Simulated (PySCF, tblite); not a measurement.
Isomers of [C5H7F]+ (charge +1 and doublet state), one GFN2-xTB conformer each. Single-point energies are computed at B3LYP/pcH-1 (PySCF, gas phase, no added dispersion term), electronic only. GFN2-xTB treats the open shell by occupation alone, and not every SCF solution was tested for stability.

Question: Rank them by B3LYP/pcH-1 energy, lowest first (kJ/mol).
A. `[F:1][CH2:2][C@H:3]1[CH+:4][CH:5][CH2:6]1` (charge +1 and doublet state) with F1–C2–C3–C4 81°, C2–C3–C4–C5 127°, C3–C4–C5–C6 -9°, C4–C5–C6–C3 9°, C2–C3–C6–C5 -119°
B. `[CH3:1][C@@H:2]([F:3])[C+:4]1[CH:5][CH2:6]1` (charge +1 and doublet state) with C1–C2–C4–C5 53°

Answer: A (0.0), B (48.2).

As drawn, the lower has a four-membered ring, which the higher lacks; the higher has a three-membered ring, which the lower lacks. GFN2-xTB itself gives, in the same order: 0.0, 64.9. Both levels put the same isomer lowest.

What happens when harmonic zero-point energies from GFN2-xTB frequencies are added?

```tsv
SMILES	ZPE (kJ/mol)	electronic (kJ/mol)	with ZPE (kJ/mol)
FC[C@H]1[CH+][CH]C1	264.1	0.0	0.0
C[C@@H](F)[C+]1[CH]C1	258.6	48.2	42.7
```

The zero-point energies span 5.5 kJ/mol. The order is unchanged.
